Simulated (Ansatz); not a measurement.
System: C$_{2}$H$_{2}$F, charge 0, multiplicity 2. SMILES: C=[C]F
Geometry: optimised at B3LYP-D3(BJ)/def2-TZVP (Ansatz, an electronic-structure program).

Property: enthalpy of formation at 298 K, in kcal/mol. Conventions: spin-orbit terms left out; six Cartesian d functions in 6-31G* and its kin unless marked 5d; LANL2DZ all-electron up to Ne; non-relativistic; 6-311+G** with 5d; UHF or UKS for open shells. First-principles rows: single points at B3LYP-D3(BJ) geometries (Ansatz), with unscaled harmonic terms from B3LYP/6-31G* at its own minima, enthalpies of formation by atomisation with measured atoms. A UHF reference is markedly spin-contaminated in at least one set, which strains HF and MP2.

```json
[
 {"level": "HF/STO-3G", "program": "Ansatz", "enthalpy of formation at 298 K (kcal/mol)": "115.8"},
 {"level": "HF/3-21G", "program": "Ansatz", "enthalpy of formation at 298 K (kcal/mol)": "180.5"},
 {"level": "HF/LANL2DZ", "program": "Ansatz", "enthalpy of formation at 298 K (kcal/mol)": "195.0"},
 {"level": "HF/6-31G*", "program": "Ansatz", "enthalpy of formation at 298 K (kcal/mol)": "157.8"},
 {"level": "HF/6-311+G**", "program": "Ansatz", "enthalpy of formation at 298 K (kcal/mol)": "159.7"}
]
```

No value to compare with is used here. The 5 habitual levels span 115.8 (HF/STO-3G) to 195.0 kcal/mol (HF/LANL2DZ).

The sets are all those run for this method; runs whose electronic state is in doubt are left out.
